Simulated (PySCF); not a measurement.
Two species compared at the same levels of theory.

First species: 3-ethylphenol, C₈H₁₀O.
SMILES: `CCc1cccc(O)c1`

Second species: BH2F.
SMILES with atom numbers: `[BH2:1][F:2]` (hydrogens: H3, H4 on B1)

Levels: CAM-B3LYP/def2-SVPD for dipole moment, HOMO energy, LUMO energy, HOMO–LUMO gap, static isotropic polarisability and electronic spatial extent ⟨r²⟩ about the centre of nuclear charge; TDDFT CAM-B3LYP/def2-SVPD for lowest singlet excitation; TDA CAM-B3LYP/def2-SVPD for lowest triplet excitation (Tamm–Dancoff); ΔSCF CAM-B3LYP/def2-SVPD for vertical ionisation energy; PBE0-D3(BJ)/def2-SVP for rotational constant A and rotational constant C. Geometries: PBE0-D3(BJ)/def2-SVP. All species are isolated and taken at one optimised geometry, non-relativistic unless stated; the electronic structure was computed with PySCF and density fitting.

Dipoles, sizes and rotational constants follow the conformer. The torsions of the flexible species, by atom-mapped SMILES:
- `[CH3:1][CH2:2][c:3]1[cH:4][cH:5][cH:6][c:7]([OH:8])[cH:9]1`: C1–C2–C3–C4 -87°, H–O8–C7–C6 0°

Values for the first species:

```
Dipole moment                                                     : 1.02 D
HOMO energy                                                       : -7.67 eV
LUMO energy                                                       : 0.80 eV
HOMO–LUMO gap                                                     : 8.47 eV
Lowest singlet excitation                                         : 5.15 eV
Lowest triplet excitation (Tamm–Dancoff)                          : 4.00 eV
Static isotropic polarisability                                   : 98.2 au
Vertical ionisation energy                                        : 8.35 eV
Electronic spatial extent ⟨r²⟩ about the centre of nuclear charge : 1340 bohr²
Rotational constant A                                             : 2.978 GHz
Rotational constant C                                             : 0.891 GHz
```

(1) Estimate the same properties for the second species, and the change in each.

Results:

(1) 
```
                                                         property       first       second  second less first
                                                    dipole moment      1.02 D       0.81 D            -0.21 D
                                                      HOMO energy    -7.67 eV    -10.88 eV           -3.21 eV
                                                      LUMO energy     0.80 eV     -0.11 eV           -0.91 eV
                                                    HOMO–LUMO gap     8.47 eV     10.77 eV           +2.30 eV
                                        lowest singlet excitation     5.15 eV      6.02 eV           +0.87 eV
                         lowest triplet excitation (Tamm–Dancoff)     4.00 eV      5.37 eV           +1.37 eV
                                  static isotropic polarisability     98.2 au      17.0 au           -81.2 au
                                       vertical ionisation energy     8.35 eV     12.59 eV           +4.24 eV
electronic spatial extent ⟨r²⟩ about the centre of nuclear charge  1340 bohr²     68 bohr²        -1272 bohr²
                                            rotational constant A   2.978 GHz  219.097 GHz       +216.119 GHz
                                            rotational constant C   0.891 GHz   27.970 GHz        +27.079 GHz
```

On the first: The ΔSCF ionisation energy exceeds −ε(HOMO) by 0.68 eV with CAM-B3LYP. In wavenumbers S1 is 41500 cm⁻¹ (1 eV = 8065.54 cm⁻¹).

On the second: The vertical singlet–triplet gap S1 − T1 is 0.65 eV (TDDFT singlet less Tamm–Dancoff triplet; S1: HOMO→LUMO, weight 0.99; T1: HOMO→LUMO, weight 0.98). The ΔSCF ionisation energy exceeds −ε(HOMO) by 1.71 eV with CAM-B3LYP.
